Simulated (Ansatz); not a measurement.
Born–Oppenheimer molecular dynamics of BFH₃N (6 atoms, charge 0, multiplicity 1). It starts from a rough guess of a transition structure, not a stationary point.

Method: Ansatz, UKS revPBE/6-31G*.

```json
{
 "ensemble": "NVE (velocity Verlet)",
 "time step": "0.5 fs",
 "steps asked": "150",
 "starting velocities drawn for": "300 K",
 "seed": "279439"
}
```

Frames 1 fs apart, positions in Å, forces in eV/Å.

Velocities at 10.0 fs (Å/ps):

```
B 21.21 -0.08 -1.62
H -7.49 39.88 43.40
N 0.16 0.19 -0.15
H -172.36 -65.04 -65.19
F -3.58 2.77 2.77
H 17.70 -28.81 -10.91
```

```xyz
6
Properties=species:S:1:pos:R:3:forces:R:3 time_fs=10.0 energy_less_start_eV=-2.372 T=4886
B 0.295 0.300 0.333 -0.67 1.16 0.32
H 1.310 0.040 -0.093 2.05 -1.14 -0.88
N -0.772 -0.298 -0.361 -1.58 3.65 2.79
H -0.254 -0.942 -0.767 2.30 -4.61 -3.55
F 0.446 1.222 1.284 -1.20 0.69 0.88
H -1.755 -0.382 -0.504 -0.90 0.26 0.44
6
Properties=species:S:1:pos:R:3:forces:R:3 time_fs=11.0 energy_less_start_eV=-2.481 T=5084
B 0.316 0.300 0.332 -2.15 0.87 0.31
H 1.313 0.074 -0.055 3.16 -1.53 -1.47
N -0.772 -0.297 -0.361 0.16 1.92 1.71
H -0.415 -1.028 -0.849 1.90 -2.84 -2.28
F 0.442 1.225 1.287 -1.33 0.67 0.84
H -1.743 -0.408 -0.512 -1.74 0.91 0.88
6
Properties=species:S:1:pos:R:3:forces:R:3 time_fs=12.0 energy_less_start_eV=-2.425 T=4970
B 0.334 0.302 0.330 -2.37 0.41 -0.02
H 1.347 0.094 -0.030 3.09 -1.52 -1.50
N -0.773 -0.294 -0.359 1.09 -2.07 -1.14
H -0.558 -1.141 -0.952 1.35 1.10 0.57
F 0.438 1.228 1.290 -1.41 0.59 0.74
H -1.747 -0.426 -0.512 -1.74 1.49 1.34
6
Properties=species:S:1:pos:R:3:forces:R:3 time_fs=13.0 energy_less_start_eV=-2.005 T=4171
B 0.351 0.303 0.329 -1.38 -0.15 -0.58
H 1.409 0.099 -0.020 1.79 -1.21 -1.07
N -0.772 -0.293 -0.358 0.17 -3.98 -2.69
H -0.687 -1.244 -1.050 1.75 3.04 2.10
F 0.432 1.232 1.294 -1.43 0.45 0.56
H -1.767 -0.430 -0.499 -0.90 1.85 1.67
6
Properties=species:S:1:pos:R:3:forces:R:3 time_fs=14.0 energy_less_start_eV=-1.521 T=3240
B 0.367 0.305 0.327 -0.12 -0.62 -1.09
H 1.488 0.092 -0.019 0.15 -0.81 -0.55
N -0.772 -0.294 -0.358 -0.99 -4.29 -3.05
H -0.800 -1.319 -1.128 2.16 3.54 2.59
F 0.426 1.235 1.298 -1.39 0.23 0.30
H -1.795 -0.417 -0.470 0.19 1.95 1.79
6
Properties=species:S:1:pos:R:3:forces:R:3 time_fs=15.0 energy_less_start_eV=-1.156 T=2538
B 0.382 0.305 0.325 0.72 -0.94 -1.37
H 1.569 0.078 -0.024 -1.15 -0.46 -0.14
N -0.772 -0.298 -0.361 -1.72 -4.00 -2.90
H -0.892 -1.361 -1.182 2.37 3.60 2.72
F 0.420 1.239 1.302 -1.29 -0.05 -0.02
H -1.822 -0.385 -0.424 1.07 1.85 1.71
6
Properties=species:S:1:pos:R:3:forces:R:3 time_fs=16.0 energy_less_start_eV=-1.012 T=2262
B 0.398 0.305 0.321 1.03 -1.12 -1.47
H 1.639 0.059 -0.031 -1.97 -0.18 0.12
N -0.773 -0.305 -0.366 -1.98 -3.54 -2.55
H -0.961 -1.368 -1.210 2.47 3.60 2.81
F 0.412 1.243 1.306 -1.15 -0.36 -0.37
H -1.839 -0.335 -0.362 1.60 1.59 1.46
6
Properties=species:S:1:pos:R:3:forces:R:3 time_fs=17.0 energy_less_start_eV=-1.152 T=2534
B 0.415 0.304 0.316 0.94 -1.20 -1.44
H 1.690 0.039 -0.036 -2.40 0.02 0.27
N -0.775 -0.315 -0.372 -1.88 -3.01 -2.12
H -1.007 -1.340 -1.211 2.52 3.62 2.92
F 0.405 1.247 1.310 -1.00 -0.68 -0.74
H -1.840 -0.270 -0.286 1.83 1.24 1.12
6
Properties=species:S:1:pos:R:3:forces:R:3 time_fs=18.0 energy_less_start_eV=-1.591 T=3380
B 0.433 0.302 0.309 0.58 -1.23 -1.35
H 1.719 0.019 -0.039 -2.54 0.17 0.34
N -0.779 -0.327 -0.380 -1.54 -2.25 -1.48
H -1.028 -1.278 -1.184 2.47 3.49 2.91
F 0.396 1.250 1.314 -0.84 -1.00 -1.10
H -1.824 -0.193 -0.199 1.86 0.80 0.69
6
Properties=species:S:1:pos:R:3:forces:R:3 time_fs=19.0 energy_less_start_eV=-2.223 T=4586
B 0.451 0.299 0.301 0.03 -1.22 -1.23
H 1.723 0.000 -0.038 -2.42 0.27 0.35
N -0.784 -0.340 -0.389 -0.89 -0.61 -0.06
H -1.027 -1.183 -1.129 2.13 2.58 2.22
F 0.387 1.253 1.317 -0.68 -1.30 -1.44
H -1.791 -0.109 -0.106 1.84 0.28 0.16
6
Properties=species:S:1:pos:R:3:forces:R:3 time_fs=20.0 energy_less_start_eV=-2.550 T=5176
B 0.470 0.295 0.292 -0.72 -1.16 -1.06
H 1.705 -0.016 -0.035 -2.01 0.31 0.29
N -0.790 -0.353 -0.398 0.63 3.78 3.95
H -1.005 -1.065 -1.055 0.84 -0.96 -0.92
F 0.378 1.255 1.319 -0.52 -1.59 -1.76
H -1.740 -0.022 -0.011 1.79 -0.38 -0.50
6
Properties=species:S:1:pos:R:3:forces:R:3 time_fs=21.0 energy_less_start_eV=-1.726 T=3626
B 0.487 0.290 0.283 -1.72 -1.01 -0.81
H 1.667 -0.029 -0.028 -1.22 0.24 0.15
N -0.795 -0.363 -0.404 3.62 12.25 12.42
H -0.977 -0.958 -0.993 -1.89 -8.55 -8.47
F 0.368 1.257 1.321 -0.37 -1.84 -2.04
H -1.671 0.061 0.079 1.59 -1.10 -1.25
```

Of the whole run (75 fs, mean temperature of the second half 3377 K): The conserved energy wandered by up to 5.4 meV per atom (net -2.6 meV per atom), which is poor conservation. The system heated up, since it started high on the potential surface and ran downhill. A run of 0.075 ps of so small a system gives no equilibrium averages. The orbitals stay closed-shell, which can raise the energy where a bond breaks towards radicals; this wasn't checked here.

Run time: 6.7 min on 1 CPU thread of a shared host.
